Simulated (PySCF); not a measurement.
**NaCl and its ions**

RHF; Na 6-31G(d,p), Cl 6-31G(d,p); no relativity (PySCF 2.14). Neutral (RHF): singlet (closed shell), Re = 2.397 Å, ωe = 358 cm⁻¹, De = 3.00 eV, HOMO -9.45 eV, LUMO -0.44 eV.

NaCl⁺ (UHF): doublet (π ↑), Re = 2.902 Å, ωe = 136 cm⁻¹, De = 0.25 eV to Na⁺ + Cl. The energies at the minima are -621.39817 hartree for NaCl and -621.11491 for NaCl⁺.

Problem. Work out the adiabatic ionisation energy, without and with harmonic zero-point energies (1 hartree = 27.2114 eV, 1 eV = 8065.5 cm⁻¹), and the change of the bond length.

Solution. At HF: 0.28326 hartree = 7.708 eV between the minima; the zero-point term (136.0 − 358.0)/2 cm⁻¹ = -0.014 eV makes it 7.694 eV. Re changes by +50.5 pm against the neutral. Minus the HOMO energy is 9.45 eV, +1.74 eV from the value between the minima; Hartree–Fock orbital energies leave out relaxation and correlation. The electron leaves a π orbital, and the ion is left as a loose complex of an ion and an atom.

For an ion De counts to the pair picked by the measured ionisation energies or electron affinities, which need not be the lowest pair at this level. Where the molecule has an RHF reference, its open-shell atoms are computed with UHF. Hartree–Fock leaves out correlation, which carries a large part of most bond energies and some tenths to 1 eV of ionisation energies. States were picked by a PBE0 search and need not be the measured ground states.

Neutral and ion stand on different kinds of reference determinant, which adds to the error of the difference.
